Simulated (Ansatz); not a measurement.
Ansatz (a program for electronic structure) input (RPA@PBE/cc-pVTZ):

Ansatz 0.2 input:
```yaml
crystal:
  periodic: [false, false, false]
  atoms:
    - {symbol: C, position_ang: [0.02216329, 1.27259407, -0.25454176]}
    - {symbol: O, position_ang: [0.03476913, 0.00145880, 0.52664644]}
    - {symbol: C, position_ang: [0.00976330, -1.27429895, -0.24666827]}
    - {symbol: H, position_ang: [0.07084685, 2.06943035, 0.48062170]}
    - {symbol: H, position_ang: [0.91860218, 1.24270488, -0.86432977]}
    - {symbol: H, position_ang: [-0.88570640, 1.30663167, -0.85134996]}
    - {symbol: H, position_ang: [0.05070786, -2.06701103, 0.49340913]}
    - {symbol: H, position_ang: [-0.89841275, -1.30318417, -0.84328195]}
    - {symbol: H, position_ang: [0.90643236, -1.25691049, -0.85660244]}
    - {symbol: H, position_ang: [-0.63218269, 0.00689771, 1.23562197]}
basis:
  gaussian:
    orbitals: cc-pVTZ
hamiltonian:
  xc: pbe
total_charge: 1
magnetization: {spin_polarized: false}
correlation: {method: rpa, electrons: outside_noble_gas}
```

End of the output:

```
integrals: 0.27 GiB planned
1059 factors; integrals over basis functions are off by at most 1.1e-3 eV
mean field: 0.92 GiB planned
mean field evaluation 1: about -4208.4748 eV, gradient 8.6e1 eV
mean field evaluation 2: about -4208.4666 eV, gradient 8.6e1 eV
mean field evaluation 4: about -4222.0216 eV, gradient 2.5e1 eV
mean field evaluation 8: about -4223.0508 eV, gradient 2.6e-1 eV
mean field evaluation 16: about -4223.0509 eV, gradient 8.1e-6 eV
mean field -4223.05092586 eV, -155.1942590385 hartree, gradient 7.4e-6 eV, S^2 0.000000; 0 other end points of the search recorded, 0 dependent functions left out
3 core orbitals not correlated
reference -4201.92764365 eV, -154.4179927352 hartree; 10, 10 occupied and 175, 175 virtual orbitals, 1059 factors
Total energy: -4228.76384210 eV, -155.4042048382 hartree
```

It need not be the lowest isomer of its formula.
